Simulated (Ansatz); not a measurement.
A nudged elastic band was laid between two geometries of CH6Si + H (9 atoms, charge 0, multiplicity 2).

Level of theory: UKS r2SCAN-D4/def2-SVP (Ansatz).

```
movable images  : 9
climbing image  : yes
spring          : 5.0 eV/Å²
optimiser       : quadratic models (default)
start path      : through a guess of the saddle point
force threshold : 0.05 eV/Å
iteration limit : 60
end points      : relaxed
```

Image 0:

```xyz
9
Properties=species:S:1:pos:R:3
H -0.871 -0.398 0.921
C -0.366 -0.729 -0.002
Si 0.739 0.633 -0.678
H -1.729 0.091 2.857
H -1.142 -1.010 -0.730
H 0.218 -1.631 0.239
H -0.065 1.849 -1.013
H 1.778 1.018 0.326
H 1.437 0.178 -1.920
```

Image 10:

```xyz
9
Properties=species:S:1:pos:R:3
H -1.245 0.087 1.928
C -0.150 -1.048 -0.513
Si 0.735 0.567 -0.706
H -1.474 0.463 2.547
H -1.138 -1.238 -0.949
H 0.296 -1.909 0.000
H -0.245 1.688 -0.837
H 1.627 0.820 0.466
H 1.593 0.570 -1.936
```

Question: Which bonds break or form, and what moves?

Answer: Bonds broken: H1–C2. Bonds formed: H1–H4. CH6Si + H becomes CH5Si + H2.

Question: What energy profile does the band end with?

Answer: The run converged. The highest image is number 4 of 0 to 10, 25.5 kJ/mol above the first end and 31.7 kJ/mol above the last; the last end lies 6.2 kJ/mol below the first. A vibrational analysis at the climbing image gives one clearly imaginary mode, 1069i cm⁻¹: a first-order saddle point.

```tsv
image	path coordinate (Å)	energy (kJ/mol)	H1–C2 (Å)	H1–H4 (Å)
0	0.00	0.0	1.10	2.17
1	0.29	0.2	1.11	1.92
2	0.58	1.8	1.12	1.61
3	0.88	7.5	1.15	1.30
4	1.17	25.5	1.42	0.91
5	1.46	11.8	1.80	0.79
6	1.76	1.2	2.09	0.77
7	2.05	-3.7	2.35	0.76
8	2.34	-5.6	2.59	0.76
9	2.64	-6.1	2.80	0.76
10	2.93	-6.2	2.91	0.76
```

Question: What is the geometry of the highest image?

Answer: 
```xyz
9
Properties=species:S:1:pos:R:3
H -0.929 -0.264 1.207
C -0.366 -0.757 0.002
Si 0.715 0.630 -0.624
H -1.318 -0.008 1.987
H -1.282 -0.992 -0.558
H 0.129 -1.662 0.380
H -0.119 1.830 -0.934
H 1.729 0.994 0.411
H 1.442 0.228 -1.870
```

Question: What are the harmonic wavenumbers there?

Answer: 1069i, 127, 262, 473, 599, 608, 726, 849, 866, 923, 943, 945, 1090, 1109, 1361, 1886, 2201, 2225, 2230, 3104, 3203 cm⁻¹.

The band took 10 iterations and of the order of 6 core-minutes.

Run time: 3.2 min on 2 threads of Intel(R) Xeon(R) Platinum 8259CL CPU @ 2.50GHz (Skylake/Cascade Lake), with other jobs on the host, peak memory 0.2 GiB.
